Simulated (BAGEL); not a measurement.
# SiNH5 (SMILES [SiH3]N), step by step

Wanted: the energy (HF/6-31G*), then a single-point energy (NEVPT2(2,2)/6-31G*), then the energy (CASPT2(2,2)/6-31G*) of SiNH5. 

Program for the calculation: BAGEL 1.2.2.

1 further run of the same task is left out (set aside as unsound or not needed).

### Step 1. The molecule

SiNH5 has 7 atoms, charge 0, and is taken as a singlet. As SMILES, `[SiH3]N`. One bond was lengthened or shortened from a relaxed shape.

Bond lengths: Si1–N2 1.720 Å, Si1–H3 1.486 Å, Si1–H4 1.486 Å, Si1–H5 1.270 Å, N2–H6 1.007 Å, N2–H7 1.007 Å. Angles: Si1–N2–H6 119.6°, Si1–N2–H7 119.6°, N2–Si1–H3 107.9°, N2–Si1–H4 107.9°, N2–Si1–H5 116.0°, H6–N2–H7 110.7°, H3–Si1–H4 110.5°, H3–Si1–H5 107.3°, H4–Si1–H5 107.3°.

### Step 2. A single-point energy at HF/6-31G(d) (density fitting with svp-jkfit, spherical functions) (run 1)

input.json

```json
{ "bagel" : [

{
  "title" : "molecule",
  "basis" : "6-31gs.json",
  "df_basis" : "svp-jkfit",
  "angstrom" : true,
  "geometry" : [
    { "atom" : "Si", "xyz" : [   -0.406248,   -0.188393,   -0.620580 ] },
    { "atom" : "N", "xyz" : [    0.618522,    0.452977,    0.603050 ] },
    { "atom" : "H", "xyz" : [   -0.011558,   -1.602023,   -0.851560 ] },
    { "atom" : "H", "xyz" : [   -1.806408,   -0.112783,   -0.129290 ] },
    { "atom" : "H", "xyz" : [   -0.367930,    0.402730,   -1.743970 ] },
    { "atom" : "H", "xyz" : [    0.398342,    1.342537,    1.021250 ] },
    { "atom" : "H", "xyz" : [    1.615862,    0.330817,    0.531700 ] }
  ]
},
{ "title" : "hf" },
{ "title" : "print", "file" : "orbitals.molden", "orbitals" : true }

]}
```

The basis set 6-31G* is read from a file made from the Basis Set Exchange's data (not shown).

Launch:

```
$ BAGEL_NUM_THREADS=1 BAGEL input.json > input.out
```

Standard output:

```text
* using 1 threads per process

  ===============================================================
  ===============================================================

  *** Geometry ***

  { "atom" : "Si", "xyz" : [     -0.767697,     -0.356011,     -1.172726 ] },
  { "atom" : "N", "xyz" : [      1.168837,      0.856002,      1.139599 ] },
  { "atom" : "H", "xyz" : [     -0.021841,     -3.027385,     -1.609215 ] },
  { "atom" : "H", "xyz" : [     -3.413616,     -0.213129,     -0.244323 ] },
  { "atom" : "H", "xyz" : [     -0.695287,      0.761049,     -3.295626 ] },
  { "atom" : "H", "xyz" : [      0.752757,      2.537027,      1.929883 ] },
  { "atom" : "H", "xyz" : [      3.053537,      0.625154,      1.004767 ] },

  Number of auxiliary basis functions:      295

  Since a DF basis is specified, we compute 2- and 3-index integrals:
    o Being stored without compression. Storage requirement is 0.004 GB

  Number of basis functions:       42
  Number of electrons      :       26

    * METHOD: MOLECULE                             0.07

  *** RHF ***

  === Nuclear Repulsion ===
    65.8634154245

      * DIIS with orbital gradients will be used.

  === RHF iteration (6-31gs.json) ===
      0       -346.12447063          0.03122645           0.01
      1       -346.22046697          0.01697371           0.01
      2       -346.25876518          0.00212799           0.01
      3       -346.25957716          0.00016810           0.01
      4       -346.25958507          0.00003810           0.01
      5       -346.25958560          0.00000878           0.01
      6       -346.25958564          0.00000302           0.01
      7       -346.25958564          0.00000060           0.01
      8       -346.25958564          0.00000016           0.01
      9       -346.25958564          0.00000005           0.01
     10       -346.25958564          0.00000002           0.01
     11       -346.25958564          0.00000000           0.01
    * SCF iteration converged.

    * Permanent dipole moment:
           (   -0.371488,    -0.500401,     0.109846) a.u.

    * METHOD: HF                                   0.15

    * METHOD: PRINT                                0.01

  ===============================================================
```

Run time: 0.34 s. Hardware: 1 thread of Arm Neoverse V1, shared host; peak memory 0.14 GiB.

### Step 3. The energy at NEVPT2(2,2)/6-31G(d) (density fitting with svp-jkfit, spherical functions) (run 2)

job.json

```json
{ "bagel": [

{
  "title": "molecule",
  "basis": "6-31gs.json",
  "df_basis": "svp-jkfit",
  "angstrom": true,
  "geometry": [
    { "atom": "Si", "xyz": [   -0.406248,   -0.188393,   -0.620580 ] },
    { "atom": "N", "xyz": [    0.618522,    0.452977,    0.603050 ] },
    { "atom": "H", "xyz": [   -0.011558,   -1.602023,   -0.851560 ] },
    { "atom": "H", "xyz": [   -1.806408,   -0.112783,   -0.129290 ] },
    { "atom": "H", "xyz": [   -0.367930,    0.402730,   -1.743970 ] },
    { "atom": "H", "xyz": [    0.398342,    1.342537,    1.021250 ] },
    { "atom": "H", "xyz": [    1.615862,    0.330817,    0.531700 ] }
  ]
},
{ "title": "hf" },
{ "title": "nevpt2", "nstate": 1, "nact": 2, "nclosed": 12, "active": [8, 22], "maxiter": 200, "natocc": true, "ncore": 6 },
{ "title": "print", "file": "orbitals.molden", "orbitals": true }

]}
```

The basis set 6-31G* is read from a file made from the Basis Set Exchange's data (not shown).

Launch:

```
$ BAGEL_NUM_THREADS=1 BAGEL job.json > job.out
```

Standard output:

```text
* using 1 threads per process

  ===============================================================
  ===============================================================

  *** Geometry ***

  { "atom" : "Si", "xyz" : [     -0.767697,     -0.356011,     -1.172726 ] },
  { "atom" : "N", "xyz" : [      1.168837,      0.856002,      1.139599 ] },
  { "atom" : "H", "xyz" : [     -0.021841,     -3.027385,     -1.609215 ] },
  { "atom" : "H", "xyz" : [     -3.413616,     -0.213129,     -0.244323 ] },
  { "atom" : "H", "xyz" : [     -0.695287,      0.761049,     -3.295626 ] },
  { "atom" : "H", "xyz" : [      0.752757,      2.537027,      1.929883 ] },
  { "atom" : "H", "xyz" : [      3.053537,      0.625154,      1.004767 ] },

  Number of auxiliary basis functions:      295

[... 21 lines left out ...]
    * SCF iteration converged.
[... 1 line left out ...]
    * Permanent dipole moment:
[... 28 lines left out ...]
    * Second-order optimization converged. *

     guess   0:   closed 1.                   open ..

  === FCI iteration ===

      0  0      -346.25950759     7.46e-02      0.00
      1  0      -346.27018989     2.29e-03      0.00
      2  0 *    -346.27020797     6.26e-16      0.00

     * ci vector, state   0, <S^2> = 0.0000
       2.     0.9974395712
       .2    -0.0715143465

  === DF-NEVPT2 calculation ===

    * 3-index integral transformation done
    * assembly done

      NEVPT2 correlation energy:   -0.2284486393      0.02

          (+0)     -0.2057712780
          (+0)'    -0.0017046475
          (+1)     -0.0050486005
          (+1)'    -0.0000000000
          (+2)     -0.0001354477
          (-1)     -0.0111404755
          (-1)'     0.0000000000
          (-2)     -0.0046481901

      NEVPT2 total energy:       -346.4986566128

    * METHOD: NEVPT2                               0.54

    * METHOD: PRINT                                0.01

  ===============================================================
```

Run time: 0.88 s. Hardware: 1 thread of Arm Neoverse V1, shared host; peak memory 0.14 GiB.

### Step 4. A single-point energy at CASPT2(2,2)/6-31G(d) (density fitting with svp-jkfit, spherical functions) (run 3)

input.json

```json
{ "bagel" : [

{
  "title" : "molecule",
  "basis" : "6-31gs.json",
  "df_basis" : "svp-jkfit",
  "angstrom" : true,
  "geometry" : [
    { "atom" : "Si", "xyz" : [      -0.406248,      -0.188393,      -0.620580 ] },
    { "atom" : "N", "xyz" : [       0.618522,       0.452977,       0.603050 ] },
    { "atom" : "H", "xyz" : [      -0.011558,      -1.602023,      -0.851560 ] },
    { "atom" : "H", "xyz" : [      -1.806408,      -0.112783,      -0.129290 ] },
    { "atom" : "H", "xyz" : [      -0.367930,       0.402730,      -1.743970 ] },
    { "atom" : "H", "xyz" : [       0.398342,       1.342537,       1.021250 ] },
    { "atom" : "H", "xyz" : [       1.615862,       0.330817,       0.531700 ] }
  ]
},

{ "title" : "hf" },

{ "title" : "casscf", "nstate" : 1, "nact" : 2, "nclosed" : 12, "active" : [8, 22], "maxiter" : 200, "natocc" : true },

{ "title" : "print", "file" : "orbitals.molden", "orbitals" : true },

{ "title" : "smith", "method" : "caspt2", "ms" : true, "xms" : true, "sssr" : true, "shift" : 0.2, "shift_imag" : true, "ncore" : 6 }

]}
```

The basis set 6-31G* is read from a file made from the Basis Set Exchange's data (not shown).

Launch:

```
$ BAGEL_NUM_THREADS=1 BAGEL input.json > input.out
```

Standard output:

```text
* using 1 threads per process

  ===============================================================
  ===============================================================

  *** Geometry ***

  { "atom" : "Si", "xyz" : [     -0.767697,     -0.356011,     -1.172726 ] },
  { "atom" : "N", "xyz" : [      1.168837,      0.856002,      1.139599 ] },
  { "atom" : "H", "xyz" : [     -0.021841,     -3.027385,     -1.609215 ] },
  { "atom" : "H", "xyz" : [     -3.413616,     -0.213129,     -0.244323 ] },
  { "atom" : "H", "xyz" : [     -0.695287,      0.761049,     -3.295626 ] },
  { "atom" : "H", "xyz" : [      0.752757,      2.537027,      1.929883 ] },
  { "atom" : "H", "xyz" : [      3.053537,      0.625154,      1.004767 ] },

  Number of auxiliary basis functions:      295

[... 21 lines left out ...]
    * SCF iteration converged.
[... 1 line left out ...]
    * Permanent dipole moment:
[... 27 lines left out ...]
    * Second-order optimization converged. *
[... 9 lines left out ...]
     * ci vector, state   0, <S^2> = 0.0000
[... 16 lines left out ...]
    * Zeroth order energy : state  0       -1.0899810645
[... 4 lines left out ...]
       #      aibj      arbs      arbi      airj      risj      airs      arst      rist         Etot      error   time
[... 10 lines left out ...]
      ------------------------------------------------------------------------------------------------------------------

    * CASPT2 energy : state  0     -346.5034693133
        w/o shift correction       -346.5022828166
        reference weight              0.9268811183

    * METHOD: SMITH                                0.10

  ===============================================================
```

Wall time 0.94 s (1 thread of Arm Neoverse V1, shared host); peak memory 0.14 GiB.

### Step 5. Summary of results

| quantity | value |
| --- | --- |
| run 1, HF/6-31G*: total energy | -346.25959 Eh |
| run 1, HF/6-31G*: dipole moment | 1.61 D |
| run 1, HF/6-31G*: HOMO energy | -10.81 eV |
| run 1, HF/6-31G*: LUMO energy | 4.08 eV |
| run 1, HF/6-31G*: HOMO–LUMO gap | 14.89 eV |
| run 2, NEVPT2(2,2)/6-31G*: total energy | -346.49866 Eh |
| run 3, CASPT2(2,2)/6-31G*: total energy | -346.50347 Eh |
